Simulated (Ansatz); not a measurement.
Consider the ligand exchange at the Si–F bond: `F[SiH3]` + H₂S → `[SiH3]S` + H–F.

Gas-phase electronic energies from Ansatz, PBE0-D4/def2-TZVP geometries. CCSD(T)/CBS adds triple-zeta CCSD(T) − MP2 to the extrapolated MP2 energy (def2 sets, frozen cores). This one scheme is used for every species.

| species | MP2/cc-pV(T+d)Z energy (Eh) |
| --- | --- |
| `F[SiH3]` | -390.61428 |
| H₂S | -398.90577 |
| `[SiH3]S` | -689.16211 |
| H–F | -100.32978 |

Q: Work out ΔE.

A: ΔE = (-689.16211) + (-100.32978) − (-390.61428) − (-398.90577) = 0.02816 Eh = +73.9 kJ/mol. CCSD(T)/CBS gives +71.4 kJ/mol.

Largest T1 diagnostic among the species: 0.011.

From BLYP to BHLYP (50 % exact exchange), in def2-TZVPP and without D4, ΔE moves by +3.9 kJ/mol. In def2-TZVPP, CCSD(T) changes the Hartree–Fock value by −20.5 kJ/mol (the triples alone add −3.5 kJ/mol) and MP2 by −23.3 kJ/mol. The D4 term adds −5.9 kJ/mol with B3LYP and −3.1 kJ/mol with PBE0; it sums over pairs of atoms, weighted by their polarisabilities, and B3LYP, whose exchange is more repulsive, gets the larger term.

B3LYP here is the variant with VWN-RPA as its local correlation; programs differ in this.
